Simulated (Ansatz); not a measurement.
Coupled-cluster run, C₂Cl₂O₂, SMILES `O=C(Cl)C(=O)Cl`.

```yaml
crystal:
  periodic: [false, false, false]
  atoms:
    - {symbol: O, position_ang: [-0.669153, 0.058569, -1.600751]}
    - {symbol: C, position_ang: [-0.366840, -0.394714, -0.556692]}
    - {symbol: Cl, position_ang: [-0.689962, -2.033795, -0.075826]}
    - {symbol: C, position_ang: [0.367607, 0.394469, 0.556362]}
    - {symbol: O, position_ang: [0.675628, -0.060645, 1.597953]}
    - {symbol: Cl, position_ang: [0.682730, 2.036117, 0.078954]}
basis:
  gaussian: {orbitals: def2-TZVPP}
correlation: {method: ccsd_t}
output: {orbitals: {seedname: orbitals}}
```

```sh
$ ansatz run in.yaml --threads 4 --pin off --events-out ev --progress --plain --max-ram 10444MiB
```

The program prints (abridged):

```
Functional definition: HF
1319 factors; integrals over basis functions are off by at most 8.7e-4 eV
mean field evaluation 1: about -31138.8485 eV, gradient 5.3e1 eV
mean field evaluation 2: about -31139.1988 eV, gradient 5.3e1 eV
mean field evaluation 4: about -31144.8404 eV, gradient 4.2e0 eV
mean field evaluation 8: about -31144.9840 eV, gradient 7.4e-1 eV
mean field evaluation 16: about -31144.9884 eV, gradient 2.8e-6 eV
mean field -31144.98844111 eV, -1144.5572143794 hartree, gradient 2.7e-6 eV, S^2 0.000000; 0 other end points of the search recorded, 0 dependent functions left out
14 core orbitals not correlated: weight in the atoms' cores, before any rotation towards them, 1.000 or more for the frozen orbitals, at most 0.000 for the correlated occupied ones
reference -31144.98844111 eV, -1144.5572143794 hartree; 17, 17 occupied and 177, 177 virtual orbitals, 1319 factors
second order -30.94312718 eV of doubles, -0.00000000 eV of singles
cycle   1  -30.47280057 eV  change    4.7e-1 eV  update   1.5e-1
cycle   2  -31.33056679 eV  change   -8.6e-1 eV  update   5.0e-2
cycle   3  -31.55756723 eV  change   -2.3e-1 eV  update   2.3e-2
cycle   4  -31.53023814 eV  change    2.7e-2 eV  update   6.3e-3
cycle   5  -31.52833991 eV  change    1.9e-3 eV  update   2.9e-3
cycle   6  -31.52983342 eV  change   -1.5e-3 eV  update   1.2e-3
cycle   7  -31.52886828 eV  change    9.7e-4 eV  update   4.6e-4
cycle   8  -31.52872644 eV  change    1.4e-4 eV  update   2.0e-4
cycle   9  -31.52877606 eV  change   -5.0e-5 eV  update   7.3e-5
cycle  10  -31.52875705 eV  change    1.9e-5 eV  update   3.7e-5
perturbative correction -1.56817278 eV, -0.0576292867 hartree
Total energy: -31178.08537094 eV, -1145.7735041169 hartree
```

Run time 31 s (4 threads of an Arm Neoverse V1 on a shared host); peak host memory 1.9 GiB.

MP2 recovers 93.5 % of the CCSD(T) correlation energy and the triples give 4.7 %; T1 = 0.0159.
